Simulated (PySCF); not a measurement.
B3LYP has the VWN-RPA correlation part, as in Gaussian. 

# Cl, SMILES `[Cl]` (charge 0, multiplicity 2)

The numbers are results of B3LYP-D3(BJ)/def2-TZVP (PySCF), not measurements.

```yaml
highest_occupied_spin_orbital: -9.27 eV
dipole_moment: 0.00 D
total_energy: -460.1670 Ha
cost: roughly 5 core-seconds
```

Bond lengths (Å): .
Charge 0, spin multiplicity 2.
